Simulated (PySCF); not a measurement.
**Isomers of C5H10O: computed energies against enthalpies of formation**

**Experimental background.**

From CRC Handbook of Chemistry and Physics, for the gas at 298.15 K: enthalpy of formation of `CC(=O)C(C)C` (methyl isopropyl ketone) -262.6 kJ/mol; enthalpy of formation of `CCC(=O)CC` (diethyl ketone) -257.9 kJ/mol; enthalpy of formation of `OC1CCCC1` (cyclopentanol) -242.5 kJ/mol.

The runs below try to reproduce these values; the comparison stands at the end.

Differences of these values give the isomerisation enthalpies. Geometries: GFN2-xTB; runs in PySCF, gas phase, with a dispersion term only where the level names one. Total electronic energies (Eh):

| SMILES | PBE0/pcSseg-1 |
| --- | --- |
| CC(=O)C(C)C | -271.42641 |
| CCC(=O)CC | -271.42781 |
| OC1CCCC1 | -271.42019 |

Zero-point and thermal terms are left out, so the computed numbers are electronic energies.

## Comparison

Relative to `CC(=O)C(C)C`, the lowest by measurement, in kJ/mol (measured: enthalpies at 298.15 K; computed: electronic energies):

```
     SMILES  measured  PBE0/pcSseg-1
CC(=O)C(C)C       0.0            0.0
  CCC(=O)CC       4.7           -3.7
   OC1CCCC1      20.1           16.3
```

Measured values: -262.6 kJ/mol (298.15 K; CRC Handbook of Chemistry and Physics) for the first row; the others come from the same table. Mean unsigned miss over the other isomers: PBE0/pcSseg-1 6.1 kJ/mol. PBE0/pcSseg-1 puts another isomer lowest. One conformer stands for `CC(=O)C(C)C`, `CCC(=O)CC` and `OC1CCCC1`, not necessarily the lowest, while the measurement averages over conformers. Where a level misses, the cause wasn't examined.

Shape of the structure used: `[CH3:1][CH2:2][C:3](=[O:4])[CH2:5][CH3:6]`: C1–C2–C3–O4 12°, C2–C3–C5–C6 -167°.
